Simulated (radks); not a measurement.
# Valence configurations of P²⁺

An exercise on one series of results from a longer session: the logs are not shown, and one member is left open.

Program: radks (a radial shooting solver on a logarithmic mesh, Libxc functionals) version 1. Level of theory: scalar-relativistic Kohn-Sham, PBE, spin-polarised, spherical densities, finite nucleus; open shells are filled with parallel spins first. These are calculated values, not measurements, unless marked.

### What is computed

- element: phosphorus (Z = 15)
- charge: +2
- electrons: 13
- configuration: [Ne] 3s2 3p1
- nuclear rms radius: 3.1889 fm
- others tried: 3s1.5 3p1.5; 3s1 3p2; 3p3; 3s0.5 3p2.5

The outer shells:

P²⁺
```
[Ne] core
3s [↑↓]
3p [↑ ][  ][  ]
```

The first run:

The run's settings:

```text
Z 15
configuration [Ne] 3s2 3p1
relativity scalar-relativistic
functional pbe,pbe
spin polarised
nucleus finite rms 3.1889 fm
c 137.035999084
```

Among the steps run: [Ne] 3s2 3p1.

One table of the session follows, with a row left open; its other results are not shown here.

It belongs to the step «[Ne] 3s2 3p1». Radial moments (bohr):

```
  level     <r>  outermost maximum (interpolated)  90 % within  nodes
  2s up  0.5191                             0.419        0.815      1
2s down  0.5190                             0.419        0.815      1
  2p up  0.4843                             0.354        0.810      0
2p down  0.4842                             0.354        0.809      0
  3s up   1.742                              1.52         2.59      2
3s down   1.743                              1.51         2.60      2
  3p up       ?                                 ?            ?      ?
3p down   1.979                              1.67         3.02      1
```

Q: Estimate the row for 3p up from the others.

**Answer.** <r>: 1.963; outermost maximum (interpolated): 1.68; 90 % within: 2.98; nodes: 1. In the column «<r>» it lies between 3s down (1.743) and 3p down (1.979).
